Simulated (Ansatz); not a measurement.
`BOC` + Cl• → `[BH]OC`• + HCl  (hydrogen abstraction from a B–H bond)

Gas-phase electronic energies from Ansatz, PBE0-D4/def2-TZVP geometries. CCSD(T)/CBS adds triple-zeta CCSD(T) − MP2 to the extrapolated MP2 energy (def2 sets, frozen cores). This one scheme is used for every species, atoms too. DFT in def2-TZVPP. B3LYP here is the variant with VWN-RPA as its local correlation; programs differ in this. HSE06 is defined as in plane-wave codes. No spin–orbit coupling; open shells (•) take unrestricted orbitals. Spin–orbit coupling would lower the free atoms: a little for Cl.

Question: Is it downhill or uphill in electronic energy at CCSD(T)/CBS, and by how much? (An estimate is asked.)

Answer: The calculation gave: Uphill: ΔE = +3.9 kcal/mol.

Question: What do these levels give: PBE-D4, r2SCAN-D4, PBE0-D4, B3LYP-D4, BHLYP-D4, HSE06, HF/def2-SVP, MP2/def2-SVP, CCSD(T)/def2-SVP, HF/def2-TZVPP, SCS-MP2/def2-QZVPP, CCSD/CBS(def2)? (Estimate.)

Answer: The calculation gave: PBE-D4 -0.6, r2SCAN-D4 -0.5, PBE0-D4 1.6, B3LYP-D4 4.6, BHLYP-D4 7.8, HSE06 1.5, HF/def2-SVP 13.7, MP2/def2-SVP 7.3, CCSD(T)/def2-SVP 9.3, HF/def2-TZVPP 11.4, SCS-MP2/def2-QZVPP 5.0, CCSD/CBS(def2) 5.1 kcal/mol.

Largest T1 diagnostic among the species: 0.015.

From BLYP to BHLYP (50 % exact exchange), in def2-TZVPP and without D4, ΔE moves by +4.6 kcal/mol. In def2-TZVPP, CCSD(T) changes the Hartree–Fock value by −5.9 kcal/mol (the triples alone add −1.1 kcal/mol) and MP2 by −8.7 kcal/mol. At CCSD(T), def2-SVP lies +5.4 kcal/mol from the extrapolated value and def2-TZVPP +1.6 kcal/mol.
